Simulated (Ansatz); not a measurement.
Input file:

```yaml
crystal:
  periodic: [false, false, false]
  atoms:
    - {symbol: Si, position_ang: [-0.035055, 0.099361, -0.205349]}
    - {symbol: H, position_ang: [-0.035055, -1.193786, -0.950081]}
    - {symbol: H, position_ang: [1.486218, -1.276791, 5.290275]}
    - {symbol: H, position_ang: [-0.474376, -0.298051, 1.381705]}
basis:
  gaussian: {orbitals: cc-pVDZ}
total_charge: 1
magnetization: {spin_polarized: false, initial_magnetization: 2}
correlation: {method: fic_mrcisd_q_relaxed, electrons: valence, active_space: {window: {electrons: 4, orbitals: 5}}}
scf: {lower_state_search: off}
```

```sh
$ ansatz run in.yaml --threads 1 --pin off --events-out ev --progress --plain --max-ram 2393MiB
```

The program prints:

```
these checks for a lower state are left out or cut short: stability, starts, cluster_reference, orbital_swaps, neighbouring_geometries, increment
314 factors; integrals over basis functions are off by at most 1.2e-3 eV
mean field evaluation 1: about -7890.5234 eV, gradient 8.6e0 eV
mean field evaluation 2: about -7890.5258 eV, gradient 8.6e0 eV
mean field evaluation 4: about -7896.7373 eV, gradient 5.9e0 eV
mean field evaluation 8: about -7896.9771 eV, gradient 1.1e-1 eV
mean field -7896.97695410 eV, -290.2085503001 hartree, gradient 2.6e-6 eV, S^2 2.000000; 0 other end points of the search recorded, 0 dependent functions left out
reference -7896.97695410 eV, -290.2085503001 hartree; 9, 7 occupied and 24, 26 virtual orbitals, 314 factors
state -7897.66183664 eV, -290.2337192690 hartree
contracted CI cycle   1: correlation 0.00000000 eV, 0.0000000000 hartree, residual 9.19e0 eV
contracted CI cycle   2: correlation -1.61779948 eV, -0.0594530342 hartree, residual 1.85e0 eV
contracted CI cycle   3: correlation -1.69654933 eV, -0.0623470381 hartree, residual 7.30e-1 eV
contracted CI cycle   4: correlation -1.71079638 eV, -0.0628706072 hartree, residual 3.33e-1 eV
contracted CI cycle   5: correlation -1.71424272 eV, -0.0629972578 hartree, residual 1.63e-1 eV
contracted CI cycle   6: correlation -1.71513034 eV, -0.0630298775 hartree, residual 8.88e-2 eV
contracted CI cycle   7: correlation -1.71537831 eV, -0.0630389901 hartree, residual 5.09e-2 eV
contracted CI cycle   8: correlation -1.71544644 eV, -0.0630414940 hartree, residual 2.31e-2 eV
contracted CI cycle   9: correlation -1.71545913 eV, -0.0630419604 hartree, residual 8.26e-3 eV
contracted CI cycle  10: correlation -1.71546084 eV, -0.0630420232 hartree, residual 3.07e-3 eV
contracted CI cycle  11: correlation -1.71546111 eV, -0.0630420331 hartree, residual 1.37e-3 eV
contracted CI cycle  12: correlation -1.71546116 eV, -0.0630420350 hartree, residual 5.83e-4 eV
state -7897.66183664 eV, -290.2337192690 hartree; corrected -7899.45891981 eV, -290.2997608573 hartree
Total energy: -7899.45891981 eV, -290.2997608573 hartree
Checks for a lower state left out: stability, starts, cluster_reference, orbital_swaps, neighbouring_geometries, increment
```

Natural occupations: 1.9511 1.0000 0.9977 0.0349 0.0163.

Ran on 1 thread of AMD EPYC 7B13, shared host: 0.7 s wall, 0.16 GiB peak host memory.
